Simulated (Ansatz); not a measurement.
Geometry optimisation, RKS PBE0-D4/def2-SVP in Ansatz.

Input file:

```yaml
crystal:
  periodic: [false, false, false]
  atoms:
    - { symbol: B, position_ang: [0.229372, -0.084743, 0.180238] }
    - { symbol: H, position_ang: [0.186526, -0.125182, 1.371166] }
    - { symbol: O, position_ang: [1.388423, -0.381078, -0.481702] }
    - { symbol: H, position_ang: [2.09946, -0.601832, 0.127597] }
    - { symbol: F, position_ang: [-0.829481, 0.240936, -0.535499] }
basis:
  gaussian: { orbitals: def2-SVP }
hamiltonian:
  xc: pbe0
  dispersion: d4
relax:
  f_tol: 0.03
  max_steps: 50
output:
  orbitals: {}
```

Launched with:

```bash
$ ansatz run input.yaml --threads 1 --pin off --max-ram 2048MiB --backend cpu --events-out ev --progress --plain --runs-dir out
```

Problem. Where does it end, and by what steps?

Solution. It converged. After 4 steps the energy has fallen by 0.023 eV; H2 moved furthest, 0.04 Å.

| step | energy less start (eV) | largest force component (eV/Å) | accepted |
| --- | --- | --- | --- |
| 0 | 0.0000 | 1.093 | yes |
| 1 | -0.0179 | 0.563 | yes |
| 2 | -0.0140 | 0.430 | no |
| 3 | -0.0225 | 0.118 | yes |
| 4 | -0.0227 | 0.014 | yes |

```xyz
5
Properties=species:S:1:pos:R:3
B 0.247 -0.090 0.183
H 0.154 -0.117 1.390
O 1.379 -0.377 -0.480
H 2.109 -0.605 0.103
F -0.815 0.237 -0.535
```

Run time: 6.3 s on 1 thread of Arm Neoverse V1, on a shared host, peak memory 0.12 GiB.
